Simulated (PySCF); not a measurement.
SiH4⁺, doublet: breathe scan

All five atoms lie in one plane.

Starting geometry (PBE0/def2-TZVP stationary point for this spin, not checked as a minimum):

```xyz
5

Si    0.0000    0.0000    0.0000
H    -0.0112    1.0909    1.0838
H    -0.0168   -1.0838    1.0907
H     0.0168    1.0838   -1.0907
H     0.0112   -1.0909   -1.0838
```

From there all distances are scaled together; atoms are numbered as listed. Energies are in eV, counted from the starting geometry at the same level.

Basis 6-31G; PySCF 2.14.0. Only valence electrons are correlated (noble-gas cores frozen). R marks a restricted (for open shells ROHF) determinant, U an unrestricted one.

Unrestricted rows (U) aren't spin-pure: their determinants' ⟨S²⟩ exceeds S(S+1) by up to 2.07, so they mix in states of higher spin. A value is left out where its run failed or describes another state than the reference as far as symmetry and spin tell, or, spin-broken singlets apart, can't be checked.

Full CI is exact within this basis and frozen core; it isn't the basis-set limit. The frozen core follows each run's orbitals, which can shift R against U totals by a few meV.

```json
{"scale of all distances": "0.876", "full CI": "1.930", "error RHF": "-0.320", "error UHF": "-0.234", "error RMP2": "-0.159", "error RCCSD": "-0.017", "error RCCSD(T)": "-0.006", "error UCCSD(T)": "-0.007"}
{"scale of all distances": "1.000", "full CI": "0.000", "error RHF": "0.000", "error UHF": "0.000", "error RMP2": "0.000", "error RCCSD": "0.000", "error RCCSD(T)": "0.000", "error UCCSD(T)": "0.000"}
{"scale of all distances": "1.100", "full CI": "0.190", "error RHF": "0.349", "error UHF": "0.246", "error RMP2": "0.177", "error RCCSD": "0.026", "error RCCSD(T)": "0.010", "error UCCSD(T)": "0.011"}
{"scale of all distances": "1.296", "full CI": "2.122", "error RHF": "1.274", "error UHF": "0.823", "error RMP2": "0.675", "error RCCSD": "0.148", "error RCCSD(T)": "0.059", "error UCCSD(T)": "0.060"}
{"scale of all distances": "1.470", "full CI": "3.894", "error RHF": "2.426", "error UHF": "1.376", "error RMP2": "1.353", "error RCCSD": "0.427", "error RCCSD(T)": "0.175", "error UCCSD(T)": "0.127"}
{"scale of all distances": "1.752", "full CI": "5.458", "error RHF": "4.946", "error UHF": "2.124", "error RMP2": "2.852", "error RCCSD": "1.365", "error RCCSD(T)": "0.453", "error UCCSD(T)": "–"}
{"scale of all distances": "1.990", "full CI": "–", "error RHF": "–", "error UHF": "–", "error RMP2": "–", "error RCCSD": "–", "error RCCSD(T)": "–", "error UCCSD(T)": "–"}
{"scale of all distances": "2.432", "full CI": "6.282", "error RHF": "9.897", "error UHF": "–", "error RMP2": "2.785", "error RCCSD": "-0.007", "error RCCSD(T)": "-1.072", "error UCCSD(T)": "-0.008"}
```

Errors are those of relative energies. In total energy the starting point itself misses full CI by: RHF 2.492, UHF 2.101, RMP2 0.771, RCCSD 0.045, RCCSD(T) 0.014, UCCSD(T) 0.017 eV.

Spread of the error over the points with a reference, to 2.432 (largest less smallest): UCCSD(T) 0.135 (6 of 7 points), RCCSD 1.382, RCCSD(T) 1.525, UHF 2.358 (6 of 7 points), RMP2 3.011, RHF 10.217 eV.

Going outwards, the relative energy of RHF first misses by more than 0.043 eV (1 kcal/mol) at 1.100.

Going outwards, the relative energy of RCCSD first misses by more than 0.043 eV (1 kcal/mol) at 1.296.

Going outwards, the relative energy of RCCSD(T) first misses by more than 0.043 eV (1 kcal/mol) at 1.296.

Going outwards, the relative energy of UCCSD(T) first misses by more than 0.043 eV (1 kcal/mol) at 1.296.
